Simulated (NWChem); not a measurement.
System: formaldehyde (CH$_{2}$O); SMILES C=O

The following NWChem deck was run.

```
start job
memory heap 200 mb stack 900 mb global 1100 mb
geometry units angstroms noautosym nocenter noautoz
  C      0.000000     0.000000     0.518354
  O      0.000000     0.000000    -0.689787
  H      0.000000    -0.952900     1.130045
  H      0.000000     0.952900     1.130045
end
basis spherical
  * library def2-svpd
end
dft
  xc pbe0
  iterations 150
end
property
  response 1 0.0428
end
task dft property
```

NWChem printed, in part:

```
             Northwest Computational Chemistry Package (NWChem) 7.3.0
             --------------------------------------------------------

                             Geometry "geometry" -> ""
                             -------------------------

 Output coordinates in angstroms (scale by  1.889725989 to convert to a.u.)

  No.       Tag          Charge          X              Y              Z
 ---- ---------------- ---------- -------------- -------------- --------------
    1 C                    6.0000     0.00000000     0.00000000     0.51835400
    2 O                    8.0000     0.00000000     0.00000000    -0.68978700
    3 H                    1.0000     0.00000000    -0.95290000     1.13004500
    4 H                    1.0000     0.00000000     0.95290000     1.13004500

 Effective nuclear repulsion energy (a.u.)      31.0317982401

                              NWChem Property Module
                              ----------------------

                                 NWChem DFT Module
                                 -----------------

 Summary of "ao basis" -> "ao basis" (spherical)
 ------------------------------------------------------------------------------
       Tag                 Description            Shells   Functions and Types
 ---------------- ------------------------------  ------  ---------------------
 C                         def2-svpd                 8       20   4s2p2d
 O                         def2-svpd                 9       23   4s3p2d
 H                         def2-svpd                 4        8   2s2p

            General Information
            -------------------
          SCF calculation type: DFT
          Wavefunction type:  closed shell.
          No. of atoms     :     4
          No. of electrons :    16
           Alpha electrons :     8
            Beta electrons :     8
          Charge           :     0
          Spin multiplicity:     1
          Use of symmetry is: off; symmetry adaption is: off
          Maximum number of iterations: 150
          AO basis - number of functions:    59
                     number of shells:    25
          Convergence on energy requested:  1.00D-06
          Convergence on density requested:  1.00D-05
          Convergence on gradient requested:  5.00D-04

              XC Information
              --------------
                         PBE0 Method XC Functional
                     Hartree-Fock (Exact) Exchange  0.250
          PerdewBurkeErnzerhof Exchange Functional  0.750
            Perdew 1991 LDA Correlation Functional  1.000 local
           PerdewBurkeErnz. Correlation Functional  1.000 non-local

             Grid Information
             ----------------
          Grid used for XC integration:  medium
          Radial quadrature: Mura-Knowles
          Angular quadrature: Lebedev.
          Tag              B.-S. Rad. Rad. Pts. Rad. Cut. Ang. Pts.
          ---              ---------- --------- --------- ---------
          C                   0.70       49           8.0       434
          O                   0.60       49           8.0       434
          H                   0.35       45           9.0       434
          Grid pruning is: on
          Number of quadrature shells:   188
          Spatial weights used:  Erf1

      Superposition of Atomic Density Guess
      -------------------------------------

 Sum of atomic energies:        -113.31789573

      Non-variational initial energy
      ------------------------------

 Total energy =    -113.972055
 1-e energy   =    -215.342768
 2-e energy   =      70.338915
 HOMO         =      -0.331385
 LUMO         =      -0.045636

   convergence    iter        energy       DeltaE   RMS-Dens  Diis-err
 ---------------- ----- ----------------- --------- --------- ---------
 d= 0,ls=0.0,diis     1   -114.2016567394 -1.45D+02  2.31D-02  7.19D-01
 d= 0,ls=0.0,diis     2   -113.9184101555  2.83D-01  1.50D-02  3.68D+00
 d= 0,ls=0.0,diis     3   -114.2920210978 -3.74D-01  1.54D-03  8.93D-03
 d= 0,ls=0.0,diis     4   -114.2927145164 -6.93D-04  6.02D-04  2.95D-03
 d= 0,ls=0.0,diis     5   -114.2930509370 -3.36D-04  6.21D-05  2.02D-05
  Resetting Diis
 d= 0,ls=0.0,diis     6   -114.2930533385 -2.40D-06  1.27D-05  1.60D-06
 d= 0,ls=0.0,diis     7   -114.2930535016 -1.63D-07  3.24D-06  1.73D-08

         Total DFT energy =     -114.293053501601
      One electron energy =     -216.718500476861
           Coulomb energy =       85.910720679861
    Exchange-Corr. energy =      -14.517071944725
 Nuclear repulsion energy =       31.031798240125

 Numeric. integr. density =       15.999999948263

                       DFT Final Molecular Orbital Analysis
                       ------------------------------------

 Vector    6  Occ=2.000000D+00  E=-4.763528D-01
              MO Center=  7.9D-09,  5.1D-10, -5.1D-01, r^2= 1.1D+00
   Bfn.  Coefficient  Atom+Function         Bfn.  Coefficient  Atom+Function
  ----- ------------  ---------------      ----- ------------  ---------------
    27      0.514080  2 O  pz                 7     -0.372476  1 C  pz
    23     -0.295049  2 O  s                 30      0.224225  2 O  pz
    22     -0.221487  2 O  s                 44     -0.113792  3 H  s
    52     -0.113792  4 H  s                  2      0.110647  1 C  s
    10     -0.107580  1 C  pz                21     -0.107843  2 O  s

 Vector    7  Occ=2.000000D+00  E=-4.252949D-01
              MO Center= -9.0D-10, -1.9D-09, -2.7D-01, r^2= 9.7D-01
   Bfn.  Coefficient  Atom+Function         Bfn.  Coefficient  Atom+Function
  ----- ------------  ---------------      ----- ------------  ---------------
    25      0.505113  2 O  px                 5      0.366806  1 C  px
    28      0.329124  2 O  px                 8      0.139358  1 C  px
    31      0.063567  2 O  px                42     -0.039288  2 O  d  1
    14      0.033482  1 C  d  1              37     -0.026529  2 O  d  1

 Vector    8  Occ=2.000000D+00  E=-2.914632D-01
              MO Center=  1.6D-09, -6.8D-09, -1.0D-01, r^2= 1.6D+00
   Bfn.  Coefficient  Atom+Function         Bfn.  Coefficient  Atom+Function
  ----- ------------  ---------------      ----- ------------  ---------------
    26      0.563278  2 O  py                29      0.396262  2 O  py
    44      0.250173  3 H  s                 52     -0.250173  4 H  s
     6     -0.153421  1 C  py                45      0.140602  3 H  s
    53     -0.140601  4 H  s                  9     -0.090247  1 C  py
    32      0.074998  2 O  py                12     -0.053047  1 C  d -1

 Vector    9  Occ=0.000000D+00  E=-5.419985D-02
              MO Center=  4.3D-09,  6.8D-10,  3.1D-01, r^2= 1.7D+00
   Bfn.  Coefficient  Atom+Function         Bfn.  Coefficient  Atom+Function
  ----- ------------  ---------------      ----- ------------  ---------------
     5      0.493503  1 C  px                25     -0.419412  2 O  px
     8      0.374183  1 C  px                28     -0.339734  2 O  px
    19     -0.113700  1 C  d  1              49      0.096082  3 H  px
    57      0.096082  4 H  px                14     -0.033306  1 C  d  1
    42     -0.030562  2 O  d  1

 Vector   10  Occ=0.000000D+00  E= 3.005459D-02
              MO Center=  6.7D-08, -1.5D-07,  1.4D+00, r^2= 6.2D+00
   Bfn.  Coefficient  Atom+Function         Bfn.  Coefficient  Atom+Function
  ----- ------------  ---------------      ----- ------------  ---------------
     4      5.064317  1 C  s                 24     -2.333560  2 O  s
    45     -2.186049  3 H  s                 53     -2.186048  4 H  s
     3      1.985096  1 C  s                 33     -0.722215  2 O  pz
    50     -0.545031  3 H  py                58      0.545031  4 H  py
    51      0.478807  3 H  pz                59      0.478807  4 H  pz

 Vector   11  Occ=0.000000D+00  E= 9.201605D-02
              MO Center=  2.5D-08, -7.9D-06,  2.3D-01, r^2= 7.5D+00
   Bfn.  Coefficient  Atom+Function         Bfn.  Coefficient  Atom+Function
  ----- ------------  ---------------      ----- ------------  ---------------
    45      1.397484  3 H  s                 53     -1.397476  4 H  s
    32      1.207367  2 O  py                50      0.808576  3 H  py
    58      0.808577  4 H  py                17      0.571379  1 C  d -1
     6     -0.331045  1 C  py                51     -0.313100  3 H  pz
    59      0.313104  4 H  pz                 9      0.276828  1 C  py

     Multipole analysis of the density
     ---------------------------------

     L   x y z        total         alpha         beta         nuclear
     -   - - -        -----         -----         ----         -------
     0   0 0 0     -0.000000     -8.000000     -8.000000     16.000000

     1   1 0 0     -0.000000     -0.000000     -0.000000      0.000000
     1   0 1 0      0.000000      0.000000      0.000000      0.000000
     1   0 0 1      0.956127      0.617981      0.617981     -0.279834

[...]

 DFT Linear Response polarizability / au
 Frequency  =       0.0428000 / au
 Wavelength =    1064.5643224 / nm
              X              Y              Z
 -----------------------------------------------
 X      12.8747204      0.0000002     -0.0000003
 Y       0.0000002     18.2364330      0.0000006
 Z      -0.0000003      0.0000006     22.5947499
 -----------------------------------------------
 Eigenvalues =      12.8747204     18.2364330     22.5947499
 Isotropic   =      17.9019678
 Anisotropic =       8.4327297
 -----------------------------------------------

 Magnetic Dipole Response Matrix (nonzero elements):

 Exiting AOResponse driver routine
```

Level: PBE0/def2-SVPD. The geometry was optimised at PBE-D3(BJ)/def2-SVP.
